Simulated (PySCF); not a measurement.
Species: BClH₅N.
SMILES: `Cl[BH2-][NH3+]`

Computed with PySCF, PBE0-D3(BJ)/def2-SVP geometry optimisation, gas phase.

Take the most abundant isotopes and a rigid rotor. 

(1) What are A, B and C (cm⁻¹)?

(2) What kind of rotor is it?

(3) What does the inertial defect say?

(4) Give the coordinates in the principal-axis frame, origin at the centre of mass.

(5) Where do the levels up to J = 5 lie, in MHz?

(6) Predict some low-J microwave lines.

Results:

(1) Ia = 19.17, Ib = 97.54, Ic = 109.71 u·Å²; 505379 MHz·u·Å²/I gives 26365, 5181 and 4606 MHz, that is A = 0.87943, B = 0.17283, C = 0.15365 cm⁻¹.

(2) A near-prolate asymmetric top: κ = (2 × 5181 − 26365 − 4606)/(26365 − 4606) = -0.95.

(3) Not planar: Δ = Ic − Ia − Ib = -6.99 u·Å². For a rigid frame Δ = −2 Σ m c², so Σ m c² = 3.50 u·Å² lies off the ab plane, practically all of it from hydrogen. The atom farthest from that plane is 1.03 Å away.

(4) The sense of each axis is arbitrary; atoms in the order of the calculation.
```csv
atom,mass (u),a (Å),b (Å),c (Å)
N1,14.003,1.672,0.374,0.000
B2,11.009,0.553,-0.803,0.000
Cl3,34.969,-1.051,0.130,0.000
H4,1.008,1.552,0.974,0.819
H5,1.008,2.621,-0.006,0.008
H6,1.008,1.563,0.964,-0.827
H7,1.008,0.730,-1.431,1.028
H8,1.008,0.730,-1.431,-1.028
```

(5) Above 0(0,0):
J = 1: 1(0,1) 9788, 1(1,1) 30971, 1(1,0) 31546
J = 2: 2(0,2) 29352, 2(1,2) 49971, 2(1,1) 51697, 2(2,1) 115247, 2(2,0) 115258
J = 3: 3(0,3) 58669, 3(1,3) 78465, 3(1,2) 81915, 3(2,2) 144610, 3(2,1) 144668, 3(3,1) 251971, 3(3,0) 251972
J = 4: 4(0,4) 97704, 4(1,4) 116443, 4(1,3) 122193, 4(2,3) 183752, 4(2,2) 183925, 4(3,2) 291145, 4(3,1) 291146, 4(4,1) 441420, 4(4,0) 441420
J = 5: 5(0,5) 146413, 5(1,5) 163894, 5(1,4) 172517, 5(2,4) 232665, 5(2,3) 233067, 5(3,3) 340122, 5(3,2) 340126, 5(4,2) 490385, 5(4,1) 490385, 5(5,1) 683599, 5(5,0) 683599
The levels of one J sum to (2J + 1)J(J + 1)(A + B + C)/3.

(6) The dipole components are |μa| = 5.47 D, |μb| = 3.06 D, |μc| = 0.00 D; the mirror of this Cs structure is the ab plane, so μc vanishes by symmetry and there are no c-type lines. Intensities carry the squares of the components, which stand as 1.00 : 0.31 (a : b). Some lines, for components of 0.1 D or more:

| type | branch | J(Ka,Kc) | MHz | lower level (cm⁻¹) |
| --- | --- | --- | --- | --- |
| a | Q | 1(1,0) ← 1(1,1) | 575 | 1.033 |
| a | Q | 2(1,1) ← 2(1,2) | 1725 | 1.667 |
| a | R | 1(0,1) ← 0(0,0) | 9788 | 0.000 |
| a | R | 2(1,2) ← 1(1,1) | 19000 | 1.033 |
| a | R | 2(0,2) ← 1(0,1) | 19564 | 0.326 |
| a | R | 2(1,1) ← 1(1,0) | 20151 | 1.052 |
| b | Q | 1(1,0) ← 1(0,1) | 21758 | 0.326 |
| b | Q | 2(1,1) ← 2(0,2) | 22345 | 0.979 |
| b | R | 1(1,1) ← 0(0,0) | 30971 | 0.000 |
| b | R | 2(1,2) ← 1(0,1) | 40184 | 0.326 |
| b | Q | 2(2,0) ← 2(1,1) | 63562 | 1.724 |
| b | Q | 2(2,1) ← 2(1,2) | 65275 | 1.667 |
| b | R | 2(2,1) ← 1(1,0) | 83701 | 1.052 |
| b | R | 2(2,0) ← 1(1,1) | 84287 | 1.033 |

Not checked by PBE0-D3(BJ)/def2-SVP frequencies. No vibrational averaging or centrifugal distortion is included, and the geometry carries the error of its method. A rigid rotor knows nothing of internal rotation, which can split or shift real lines. Quadrupole hyperfine structure (11B, 14N, 35Cl) is left out.
